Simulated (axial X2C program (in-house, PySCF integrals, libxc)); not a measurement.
**Spectroscopic constants of CF**

All values were computed with an in-house all-electron X2C program for linear molecules (integrals from PySCF). Spin-free means the one-electron spin-free X2C Hamiltonian; two-component (2c) means X2C with spin–orbit coupling and atomic mean-field two-electron Coulomb and Gaunt terms, so the difference of the two also holds small scalar two-electron terms. Basis: F dyall-av3z [7s6p3d2f], C dyall-v3z [7s6p2d1f] (cores contracted in-house); Gaussian nuclei, density fitting, unrestricted open shells. Masses: F 18.998 u, C 12.000 u.

Input file and command:
```json
{"zs": [9, 6], "q": 0, "bas": ["dyall-av3z", "dyall-v3z"], "levels": ["PBE0", "HF", "PBE"], "cc": true, "r0": 1.39, "thr": -2.0, "nmax": 90, "npts": 10, "nst": 2, "ntry": 6}
```
```bash
python so2c.py task.json out
```

Keys: zs atomic numbers; q charge; bas basis sets; levels methods; cc coupled cluster on or off; r0 starting distance in Å; thr threshold in hartree for freezing inner shells (an s shell follows its p shell); nmax most natural virtual spinors; npts points on the curve; nst determinants followed; ntry starts of the search. HF also brings MP2.

State, spin-free: M_S = 1/2, Λ = 1 (beyond evenly filled blocks: π+α); electrons by block: σα: 5, σβ: 5, π+α: 2, π+β: 1, π-α: 1, π-β: 1. Fragments: F + C.

State, 2c: Ω = 1/2 (⟨Sz⟩ = -0.50, ⟨Lz⟩ = 1.00 at PBE0); electrons by block: 1/2: 7, -1/2: 6, 3/2: 1, -3/2: 1. Fragments: F + C.

```csv
Hamiltonian,level,Re (Å),ωe (cm⁻¹),αe (cm⁻¹),De (eV),D0 (eV),μ (D)
spin-free,CCSD,1.275,1322.2,0.0177,5.37,5.29,n/a
spin-free,CCSD(T),1.281,1295.0,0.018,5.55,5.47,n/a
2c,PBE0,1.268,1334.8,0.018,5.75,5.67,-0.83
2c,HF,1.253,1409.1,0.0176,3.40,3.31,-0.57
2c,MP2,1.276,1312.8,0.0179,5.82,5.74,n/a
2c,PBE,1.286,1252.2,0.0184,6.18,6.10,-0.89
```

Spin-free values that have a 2c row agree with it to the digits that matter (0.001 Å, 0.01 eV) and are not repeated.

Correlated methods: 11 electrons correlated (number of frozen shells: F 1 s; C 1 s), 171 virtual spin orbitals or spinors in MP2.

Dipoles are positive if C is the positive end.

The state is a single determinant with fixed occupations, the lowest that a limited PBE0 search found. Dissociation energies refer to the lowest single-determinant-based atoms at the same level and basis. Density functionals use the spin component along the axis (collinear). Coupled cluster ran in a truncated set of natural virtual spinors; the MP2 energy of the rest was added. (T) has no such correction and the atoms are truncated less, which lowers De at CCSD(T) by a hundredth of an eV or more. The 2c atoms are single determinants rather than J levels; their spin–orbit lowering is only partly caught, and De is too large by that part. This holds for PBE0, MP2, PBE. The functionals have no current-density term, which raises determinants with orbital currents, atoms included.

No reliable constants came from CCSD (2c), CCSD(T) (2c): no minimum in range, unconverged points, a curve that is not smooth, a change of character along it, or the two Hamiltonians disagreeing along it.

Rough cost a point (2c) on 1 thread(s) of a shared host, integrals apart: PBE0 0.12 s, HF 0.06 s, PBE 0.1 s.

The whole task took 53 s on 1 thread of Arm Neoverse V2 (shared host).
